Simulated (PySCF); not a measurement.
**MgS: basis, grid and Hamiltonian**

Which parts of the numerical set-up matter for MgS? Each run edits the base script.

The runs use PySCF 2.14.0; each script names its method and basis.

5 further runs of the same task are left out: 2 that didn't finish, 3 set aside as unsound or not needed.

### Step 1. Starting geometry

MgS: 2 atoms, charge 0, spin multiplicity 1.

Bond lengths: Mg1–S2 2.691 Å.

### Step 2. The run that the others are compared with

Contents of input.py:

```python
from pyscf import gto, dft

mol = gto.M(
    atom='Mg 0 0 0; S 0 0 2.691',
    basis='crenbl',
    ecp={'Mg': 'crenbl', 'S': 'crenbl'},
    charge=0,
    spin=0,
    verbose=4,
)
mf = dft.RKS(mol, xc='pbesol')
mf = mf.density_fit(auxbasis='def2-universal-jkfit')
mf = mf.newton()
mf.kernel()
mf.nuc_grad_method().kernel()
mf.dip_moment()
print('orbital energies (hartree):', mf.mo_energy[..., max(0, mol.nelec[1]-3):mol.nelec[0]+3].round(4))
```

Launch:

```
python input.py
```

Its log is not repeated here.

In short: E(SCF) = -73.002612 Eh, 5 macro-iterations, μ = 8.57 D, gradient on the second atom 0.0268 Eh/bohr.

The bond length is a typed value, not an optimised one.

### Step 3. Def2-svp (core potential off)

Edit 1 changes basis set: crenbl → def2-svp; core potential: on → off. The core potential changes with it: totals don't compare.

Contents of input.py:

```python
from pyscf import gto, dft

mol = gto.M(
    atom='Mg 0 0 0; S 0 0 2.691',
    basis='def2-svp',
    charge=0,
    spin=0,
    verbose=4,
)
mf = dft.RKS(mol, xc='pbesol')
mf = mf.density_fit(auxbasis='def2-universal-jkfit')
mf = mf.newton()
mf.kernel()
mf.nuc_grad_method().kernel()
mf.dip_moment()
print('orbital energies (hartree):', mf.mo_energy[..., max(0, mol.nelec[1]-3):mol.nelec[0]+3].round(4))
```

Launch:

```
python input.py
```

### Step 4. Sto-3g (core potential off)

Edit 2 changes basis set: crenbl → sto-3g; core potential: on → off. The core potential changes with it: totals don't compare.

input.py, as its differences from that of step 2:

```diff
@@ -4,4 +4,3 @@
     atom='Mg 0 0 0; S 0 0 2.691',
-    basis='crenbl',
-    ecp={'Mg': 'crenbl', 'S': 'crenbl'},
+    basis='sto-3g',
     charge=0,
```

### Step 5. Aug-cc-pvdz (core potential off)

Edit 3 changes basis set: crenbl → aug-cc-pvdz; core potential: on → off. The core potential changes with it: totals don't compare.

input.py, as its differences from that of step 2:

```diff
@@ -4,4 +4,3 @@
     atom='Mg 0 0 0; S 0 0 2.691',
-    basis='crenbl',
-    ecp={'Mg': 'crenbl', 'S': 'crenbl'},
+    basis='aug-cc-pvdz',
     charge=0,
```

Before running it: what results should come out? Wanted: for each run, E(SCF); from base; gap; SCF dipole.

The runs gave:

```tsv
run	E(SCF) (hartree)	from base (eV)	cycles	gap (eV)	SCF dipole (D)	functions
base	-73.002612	0	5 macro	-0.60	8.57	34
def2-svp (core potential off)	-596.653216	not comparable	4 macro	-0.35	6.92	36
sto-3g (core potential off)	-589.771086	not comparable	5 macro	-1.13	6.70	18
aug-cc-pvdz (core potential off)	-596.855820	not comparable	4 macro	-0.31	7.85	54
```

In words: Total energies from different bases, Hamiltonians or methods carry different errors, so properties are taken as differences within one set-up.
